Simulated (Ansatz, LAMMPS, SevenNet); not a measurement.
# Elastic constant C12 of hcp Tl: levels of theory against measurement

Reference value: 35.4 GPa (measured, 300 K, not corrected to a static lattice; as tabulated in Elastic Constants of Thallium Single Crystals in the Temperature Range 4.2-300 …).

```csv
level (code),value (GPa),cell (Å³/atom),difference (%)
Lennard-Jones jacobson2022 (LAMMPS),64.3,28.05,+82
SevenNet-l3i5,25.4,31.25,-28
LDA (Ansatz),40.7,27.29,+15.0
PBE (Ansatz),24.4,31.43,-31
r²SCAN (Ansatz),30.0,30.14,-15.3
```

The reference is not for a static lattice or low temperature, so close values are not ranked against it. Off by more than 25 %, or 35 % on the side where a correction would as a rule narrow the miss (bounds picked here): Lennard-Jones jacobson2022 (+82 %), PBE (-31 %), SevenNet-l3i5 (-28 %).

The reference isn't brought to a static lattice, while the calculations are for one, so the differences are not the levels' errors alone.  Density-functional levels without +SOC have no spin–orbit coupling. Each level is taken at its own relaxed cell. Cutoffs differ between the levels. Ansatz's density-functional and Hartree–Fock values are scalar-relativistic unless marked +SOC, with PAW data made under PBE.

Empirical potentials (Lennard-Jones jacobson2022) are fitted to chosen data: where that held the value shown, agreement is built in, and what lay outside the fit can be far off. Machine-learned potentials (SevenNet-l3i5) are trained on DFT data: a solid inside that data is no test of them.

Differences are worked out from the printed values.

Ansatz is an electronic-structure program.
